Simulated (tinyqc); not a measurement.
Worked calculation (part 2 of 2): UHF in the sto-3g basis, for HF, spin multiplicity 1. This run ends on a higher stationary point, not on the lowest solution. Computed by tinyqc, a small Python program that keeps every step (integrals from PySCF). Command: `OMP_NUM_THREADS=1 python tinyqc.py 26849 26850 out.jsonl` (the two numbers bound the seeds that draw the settings). One thread of a shared host (Intel(R) Xeon(R) Processor @ 2.60GHz), about 0.1 s of CPU time with the checks.

Geometry (angstrom):
```
atom        x        y        z
F     0.00000  0.00000  0.00000
H     0.00000  0.00000  1.68000
```

## Iteration 3: diagonalisation and new density

F(alpha) (hartree), order 1F 1s, 1F 2s, 1F 2px, 1F 2py, 1F 2pz, 2H 1s:
```
[[-25.64810, -6.56865, 0.00014, 0.00004, -0.00548, -0.24330],
 [-6.56865, -2.86107, 0.01872, 0.00544, -0.01777, -0.26548],
 [0.00014, 0.01872, -0.21347, 0.02684, 0.14339, -0.07851],
 [0.00004, 0.00544, 0.02684, -0.29807, 0.04165, -0.02281],
 [-0.00548, -0.01777, 0.14339, 0.04165, -0.18767, -0.23348],
 [-0.24330, -0.26548, -0.07851, -0.02281, -0.23348, -0.15278]]
```

F(beta) (hartree), order 1F 1s, 1F 2s, 1F 2px, 1F 2py, 1F 2pz, 2H 1s:
```
[[-25.64810, -6.56865, -0.00014, -0.00004, -0.00548, -0.24330],
 [-6.56865, -2.86107, -0.01872, -0.00544, -0.01777, -0.26548],
 [-0.00014, -0.01872, -0.21347, 0.02684, -0.14339, 0.07851],
 [-0.00004, -0.00544, 0.02684, -0.29807, -0.04165, 0.02281],
 [-0.00548, -0.01777, -0.14339, -0.04165, -0.18767, -0.23348],
 [-0.24330, -0.26548, 0.07851, 0.02281, -0.23348, -0.15278]]
```

X, order 1F 1s, 1F 2s, 1F 2px, 1F 2py, 1F 2pz, 2H 1s:
```
[[1.02226, -0.12408, 0.00000, 0.00000, -0.00063, 0.00634],
 [-0.12408, 1.02746, 0.00000, 0.00000, 0.00497, -0.05958],
 [0.00000, 0.00000, 1.00000, 0.00000, 0.00000, 0.00000],
 [0.00000, 0.00000, 0.00000, 1.00000, 0.00000, 0.00000],
 [-0.00063, 0.00497, 0.00000, 0.00000, 1.00466, -0.05610],
 [0.00634, -0.05958, 0.00000, 0.00000, -0.05610, 1.00977]]
```

Diagonalise F' = X^T F X, C = X C', fill 5 alpha and 5 beta electrons from the bottom; D(s) = C_occ C_occ^T. Each column has its largest component positive (the first on a tie).

F' = X^T F X (alpha) (hartree):
```
[[-25.18290, -3.37113, -0.00276, -0.00080, -0.00833, -0.00043],
 [-3.37113, -1.71210, 0.02461, 0.00715, 0.00029, -0.13354],
 [-0.00276, 0.02461, -0.21347, 0.02684, 0.14855, -0.08843],
 [-0.00080, 0.00715, 0.02684, -0.29807, 0.04315, -0.02569],
 [-0.00833, 0.00029, 0.14855, 0.04315, -0.16367, -0.21881],
 [-0.00043, -0.13354, -0.08843, -0.02569, -0.21881, -0.10743]]
```

orbital energies (alpha) (hartree): [-25.65752, -1.25361, -0.37716, -0.30587, -0.25575, 0.17228]

coefficients C (alpha), order 1F 1s, 1F 2s, 1F 2px, 1F 2py, 1F 2pz, 2H 1s:
```
[[0.99498, -0.26277, 0.02266, 0.00000, 0.01934, 0.02283],
 [0.02033, 1.02014, -0.10385, 0.00000, -0.09802, -0.11468],
 [-0.00003, -0.01703, -0.43517, -0.27896, 0.75513, -0.40286],
 [-0.00001, -0.00495, -0.12641, 0.96030, 0.21936, -0.11703],
 [0.00036, 0.02332, 0.75311, 0.00000, 0.08139, -0.66194],
 [-0.00129, 0.05810, 0.40016, 0.00000, 0.60702, 0.70313]]
```

F' = X^T F X (beta) (hartree):
```
[[-25.18290, -3.37113, 0.00276, 0.00080, -0.00833, -0.00043],
 [-3.37113, -1.71210, -0.02461, -0.00715, 0.00029, -0.13354],
 [0.00276, -0.02461, -0.21347, 0.02684, -0.14855, 0.08843],
 [0.00080, -0.00715, 0.02684, -0.29807, -0.04315, 0.02569],
 [-0.00833, 0.00029, -0.14855, -0.04315, -0.16367, -0.21881],
 [-0.00043, -0.13354, 0.08843, 0.02569, -0.21881, -0.10743]]
```

orbital energies (beta) (hartree): [-25.65752, -1.25361, -0.37716, -0.30587, -0.25575, 0.17228]

coefficients C (beta), order 1F 1s, 1F 2s, 1F 2px, 1F 2py, 1F 2pz, 2H 1s:
```
[[0.99498, -0.26277, 0.02266, 0.00000, -0.01934, 0.02283],
 [0.02033, 1.02014, -0.10385, 0.00000, 0.09802, -0.11468],
 [0.00003, 0.01703, 0.43517, -0.27896, 0.75513, 0.40286],
 [0.00001, 0.00495, 0.12641, 0.96030, 0.21936, 0.11703],
 [0.00036, 0.02332, 0.75311, 0.00000, -0.08139, -0.66194],
 [-0.00129, 0.05810, 0.40016, 0.00000, -0.60702, 0.70313]]
```

D(alpha) after iteration 3, order 1F 1s, 1F 2s, 1F 2px, 1F 2py, 1F 2pz, 2H 1s:
```
[[1.05992, -0.25208, 0.00920, 0.00267, 0.01287, 0.00426],
 [-0.25208, 1.06150, -0.04620, -0.01342, -0.06239, -0.04182],
 [0.00920, -0.04620, 0.83771, -0.04714, -0.26667, 0.28326],
 [0.00267, -0.01342, -0.04714, 0.98630, -0.07746, 0.08228],
 [0.01287, -0.06239, -0.26667, -0.07746, 0.57434, 0.35212],
 [0.00426, -0.04182, 0.28326, 0.08228, 0.35212, 0.53198]]
```

D(beta) after iteration 3, order 1F 1s, 1F 2s, 1F 2px, 1F 2py, 1F 2pz, 2H 1s:
```
[[1.05992, -0.25208, -0.00920, -0.00267, 0.01287, 0.00426],
 [-0.25208, 1.06150, 0.04620, 0.01342, -0.06239, -0.04182],
 [-0.00920, 0.04620, 0.83771, -0.04714, 0.26667, -0.28326],
 [-0.00267, 0.01342, -0.04714, 0.98630, 0.07746, -0.08228],
 [0.01287, -0.06239, 0.26667, 0.07746, 0.57434, 0.35212],
 [0.00426, -0.04182, -0.28326, -0.08228, 0.35212, 0.53198]]
```

## Convergence

Stop when the energy changes by less than 1e-08 hartree and every element of the error matrix X^T (F D S - S D F) X (for each spin) is below 3e-05.

Course of the cycle:
```
iteration  E (hartree)     change  largest element of the error matrix
1          -97.9356788          -                             1.04e-01
2          -98.1641102  -2.28e-01                             1.35e-01
3          -98.2818308  -1.18e-01                             1.12e-01
4          -98.3258743  -4.40e-02                             4.04e-02
5          -98.3365601  -1.07e-02                             2.92e-02
6          -98.3411545  -4.59e-03                             1.54e-02
7          -98.3434392  -2.28e-03                             1.12e-02
8          -98.3449585  -1.52e-03                             9.23e-03
9          -98.3460072  -1.05e-03                             7.88e-03
10         -98.3467825  -7.75e-04                             6.76e-03
11         -98.3473685  -5.86e-04                             5.94e-03
12         -98.3478245  -4.56e-04                             5.25e-03
13         -98.3481859  -3.61e-04                             4.71e-03
14         -98.3484777  -2.92e-04                             4.28e-03
...                ...        ...                                  ...
55         -98.3503144  -8.12e-06                             1.07e-03
56         -98.3503294  -1.49e-05                             1.77e-03
57         -98.3503639  -3.46e-05                             2.94e-03
58         -98.3504536  -8.97e-05                             4.90e-03
59         -98.3506974  -2.44e-04                             8.15e-03
60         -98.3513680  -6.71e-04                             1.35e-02
61         -98.3531997  -1.83e-03                             2.23e-02
62         -98.3580461  -4.85e-03                             3.58e-02
63         -98.3697940  -1.17e-02                             5.38e-02
64         -98.3929618  -2.32e-02                             6.98e-02
65         -98.4237980  -3.08e-02                             7.00e-02
66         -98.4474959  -2.37e-02                             5.19e-02
67         -98.4581151  -1.06e-02                             3.04e-02
68         -98.4613655  -3.25e-03                             1.56e-02
```

PySCF UHF in the same basis, after a stability check = -98.4624355 hartree

Not converged within the cap of 68 iterations: the residual wanders without falling. Reruns (cap 100 unless said): DIIS 8: converged in 17 to a higher stationary point; damping 0.5: not converged; level shift 0.5: not converged; atomic densities as start, DIIS 8: converged in 7 to a higher stationary point; the original settings with a cap of 400: converged in 185.
